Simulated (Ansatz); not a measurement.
Ideal-gas functions of C$_{2}$H$_{3}$NO (`OC1=CN1`) at 600 K and 1 bar, from an Ansatz frequency run at PBE0-D4/def2-TZVP.

Molar mass 57.05 g/mol, point group C1 (symmetry number 1), electronic degeneracy 1, moments of inertia 22.05, 65.047, 85.289 u Å². Harmonic wavenumbers (cm⁻¹, unscaled): 267, 391, 431, 499, 606, 918, 997, 1141, 1168, 1292, 1387, 1985, 3351, 3376, 3820.

Use S(trans) = R[1.5 ln M + 2.5 ln T − 1.1517]; rotational temperatures θ = 24.2544 K / I; S(rot) = R[ln(√π/σ · √(T³/θAθBθC)) + 1.5]; for each mode x = 1.438777 ν̃/T, S = R[x/(eˣ − 1) − ln(1 − e⁻ˣ)] and H = RT x/(eˣ − 1); 1 cm⁻¹ = 0.0119627 kJ/mol; R = 8.31446 J/(mol·K).

**Question.** By hand: the entropy, in J/(mol·K).

**Answer.** Translation 173.8. Rotation: θ = 1.1, 0.3729, 0.2844 K, giving 105.9. Vibration, mode by mode: 12.16, 9.15, 8.40, 7.30, 5.90, 3.25, 2.80, 2.13, 2.03, 1.60, 1.34, 0.41, 0.02, 0.02, 0.01, in all 56.5. Electronic 0.0. Sum 336.2 J/(mol·K).

**Question.** By hand: H − E and G − E in kJ/mol, counted from the electronic energy.

**Answer.** Zero-point energy ½ × 21629 × 0.0119627 = 129.4; thermal vibration 20.2; translation, rotation and pV give 4 RT = 20.0. H − E = 169.6 kJ/mol, and G − E = 169.6 − 600 × 336.2/1000 = -32.1 kJ/mol.

Vibration gives 17 % of the entropy. The sum counts one conformer and one mirror image; others add a mixing term.
